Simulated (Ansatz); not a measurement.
Geometry optimisation, Ansatz, RKS LDA/6-31G*.

Input file:

```yaml
crystal:
  periodic: [false, false, false]
  atoms:
    - { symbol: B, position_ang: [0.0, 0.0, 0.0] }
    - { symbol: H, position_ang: [0.0, 0.0, 1.54] }
    - { symbol: H, position_ang: [1.0305, 0.0, -0.595] }
    - { symbol: F, position_ang: [-1.1431, 0.0, -0.66] }
    - { symbol: O, position_ang: [0.0715, -1.6212, 0.5392] }
    - { symbol: H, position_ang: [-0.475, -2.2058, -0.077] }
    - { symbol: H, position_ang: [0.0379, -0.8605, 1.537] }
basis:
  gaussian: { orbitals: "6-31G*" }
hamiltonian:
  xc: lda
relax:
  f_tol: 0.15
  max_steps: 25
  restrain:
    - { distance: [0, 4], at: 1.41, k: 30.0 }
    - { distance: [6, 1], at: 0.66, k: 30.0 }
    - { distance: [0, 1], at: 2.39, k: 30.0 }
    - { distance: [6, 4], at: 2.21, k: 30.0 }
```

Run as:

```bash
$ ansatz run input.yaml --threads 1 --pin off --max-ram 2048MiB --backend cpu --events-out ev --progress --plain --runs-dir out
```

Question: Where does it end, and by what steps?

Answer: The forces met the threshold. The restraints hold the end off the free minimum; the threshold counts their pulls, which the force column leaves out. Restrained pairs: B1–O5 (1.71 → 1.38 Å), H2–H7 (0.86 → 0.72 Å), B1–H2 (1.54 → 2.40 Å), O5–H7 (1.26 → 2.22 Å). After 9 steps the energy has fallen by 3.107 eV (the restraints' own energy left out); O5 moved furthest, 0.62 Å.

| step | energy less start (eV) | largest force component (eV/Å) | accepted |
| --- | --- | --- | --- |
| 0 | 0.0000 | 4.897 | yes |
| 1 | -0.7293 | 6.639 | yes |
| 2 | -2.0122 | 5.368 | yes |
| 3 | -2.8414 | 2.330 | yes |
| 4 | -3.0532 | 1.457 | yes |
| 5 | -3.0915 | 1.447 | yes |
| 6 | -3.1042 | 1.588 | yes |
| 7 | -3.1127 | 1.575 | yes |
| 8 | -3.1114 | 1.625 | yes |
| 9 | -3.1072 | 1.703 | yes |

```xyz
7
Properties=species:S:1:pos:R:3
B 0.080 -0.469 -0.364
H -0.143 0.106 1.952
H 1.069 0.200 -0.507
F -1.124 0.050 -0.573
O 0.211 -1.799 -0.040
H -0.672 -2.223 0.027
H 0.101 -0.552 1.790
```

Run time: 11 s on 1 thread of Arm Neoverse V1 (shared host), peak memory 0.12 GiB.
